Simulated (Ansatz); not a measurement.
# CH₆NSi+ (SMILES C1[NH2+][SiH2]1): one structure at several levels

The atoms stand at a structure displaced at random from a GFN2-xTB minimum. How far do the functionals agree with CCSD(T) there?

Method: single points in def2-TZVPP; program: Ansatz 0.2.0, Gaussian basis.

Cores are frozen in the correlated methods.

**1. The starting structure**

SMILES `C1[NH2+][SiH2]1`, 9 atoms, charge 1, spin multiplicity 1.

Atoms are counted from 1 here; the program's logs count them from 0.

Bond lengths: C1–N2 1.526 Å, C1–Si3 1.941 Å, C1–H4 1.116 Å, C1–H5 1.126 Å, N2–Si3 1.973 Å, N2–H6 1.009 Å, N2–H7 1.045 Å, Si3–H8 1.501 Å, Si3–H9 1.471 Å. Angles: N2–C1–Si3 68.2°, N2–C1–H4 114.2°, N2–C1–H5 115.4°, Si3–C1–H4 122.8°, Si3–C1–H5 122.4°, H4–C1–H5 107.9°, C1–N2–Si3 65.9°, C1–N2–H6 115.4°, C1–N2–H7 114.3°, Si3–N2–H6 125.3°, Si3–N2–H7 122.1°, H6–N2–H7 107.1°, C1–Si3–N2 45.9°, C1–Si3–H8 116.9°, C1–Si3–H9 116.1°, N2–Si3–H8 106.8°, N2–Si3–H9 106.9°, H8–Si3–H9 126.8°.

Geometry (Å):

```xyz
9
charge 1, multiplicity 1
C    -0.6488    0.2907   -0.6574
N     0.8142    0.3040   -0.2243
Si   -0.3725   -0.7147    0.9793
H    -0.8303   -0.1985   -1.6440
H    -1.1572    1.2955   -0.6704
H     1.4642   -0.1000   -0.8814
H     1.1797    1.2506    0.0265
H    -0.0006   -2.1612    0.8335
H    -0.4668    0.0490    2.2324
```

**2. CCSD(T)/def2-TZVPP**

The input, run/in.yaml:

```yaml
crystal:
  periodic: [false, false, false]
  atoms:
    - {symbol: C, position_ang: [-0.648800, 0.290700, -0.657400]}
    - {symbol: N, position_ang: [0.814200, 0.304000, -0.224300]}
    - {symbol: Si, position_ang: [-0.372500, -0.714700, 0.979300]}
    - {symbol: H, position_ang: [-0.830300, -0.198500, -1.644000]}
    - {symbol: H, position_ang: [-1.157200, 1.295500, -0.670400]}
    - {symbol: H, position_ang: [1.464200, -0.100000, -0.881400]}
    - {symbol: H, position_ang: [1.179700, 1.250600, 0.026500]}
    - {symbol: H, position_ang: [-0.000600, -2.161200, 0.833500]}
    - {symbol: H, position_ang: [-0.466800, 0.049000, 2.232400]}
basis:
  gaussian: {orbitals: def2-TZVPP}
total_charge: 1
correlation: {method: ccsd_t}
output: {forces: true}
```

No record of the launch command was kept for these runs.

**3. PBE0-D4/def2-TZVPP**

run/in.yaml: that of step 2 with these lines changed.

```diff
@@ -15,3 +15,3 @@
 total_charge: 1
-correlation: {method: ccsd_t}
-output: {forces: true}
+hamiltonian: {xc: pbe0, dispersion: d4}
+output: {forces: true, orbitals: {seedname: orbitals}}
```

**4. wB97M-V/def2-TZVPP**

run/in.yaml: that of step 3 with these lines changed.

```diff
@@ -15,3 +15,3 @@
 total_charge: 1
-hamiltonian: {xc: pbe0, dispersion: d4}
-output: {forces: true, orbitals: {seedname: orbitals}}
+hamiltonian: {xc: {name: wB97M-V}}
+output: {forces: true}
```

**5. r2SCAN-D4/def2-TZVPP**

run/in.yaml: that of step 4 with these lines changed.

```diff
@@ -15,3 +15,3 @@
 total_charge: 1
-hamiltonian: {xc: {name: wB97M-V}}
+hamiltonian: {xc: r2scan, dispersion: d4}
 output: {forces: true}
```

**6. PBE-D4/def2-TZVPP**

run/in.yaml: that of step 5 with these lines changed.

```diff
@@ -15,3 +15,3 @@
 total_charge: 1
-hamiltonian: {xc: r2scan, dispersion: d4}
+hamiltonian: {xc: pbe, dispersion: d4}
 output: {forces: true}
```

**7. BHLYP-D4/def2-TZVPP**

run/in.yaml: that of step 6 with these lines changed.

```diff
@@ -15,3 +15,3 @@
 total_charge: 1
-hamiltonian: {xc: pbe, dispersion: d4}
+hamiltonian: {xc: {name: BHLYP}, dispersion: d4}
 output: {forces: true}
```

**8. LC-wPBE/def2-TZVPP**

run/in.yaml: that of step 7 with these lines changed.

```diff
@@ -15,3 +15,3 @@
 total_charge: 1
-hamiltonian: {xc: {name: BHLYP}, dispersion: d4}
+hamiltonian: {xc: {name: LC-wPBE}}
 output: {forces: true}
```

(Steps that only read results are left out.)

Before running it: what results should come out? Wanted: energy less free atoms, CCSD(T)/def2-TZVPP; RMS force component; RMS force error; HOMO and LUMO, PBE0-D4; T1 diagnostic.

The runs gave:

| quantity | value |
| --- | --- |
| energy less free atoms, CCSD(T)/def2-TZVPP | -2241.2 kJ/mol |
| RMS force component | 0.645 to 0.843 eV/Å over the methods |
| RMS force error | PBE0-D4 0.147, wB97M-V 0.089, r2SCAN-D4 0.075, PBE-D4 0.182, BHLYP-D4 0.188, LC-wPBE 0.214 eV/Å |
| HOMO and LUMO, PBE0-D4 | -13.90 and -6.51 eV |
| T1 diagnostic | 0.011 |

Against CCSD(T) the functionals' energies less atoms differ by -125.6 to -8.8 kJ/mol, PBE-D4 by -125.6 kJ/mol. A larger basis would deepen the CCSD(T) value, while the functionals are nearly converged already, so the order here is not reliable. On forces the order runs from r2SCAN-D4 to LC-wPBE.
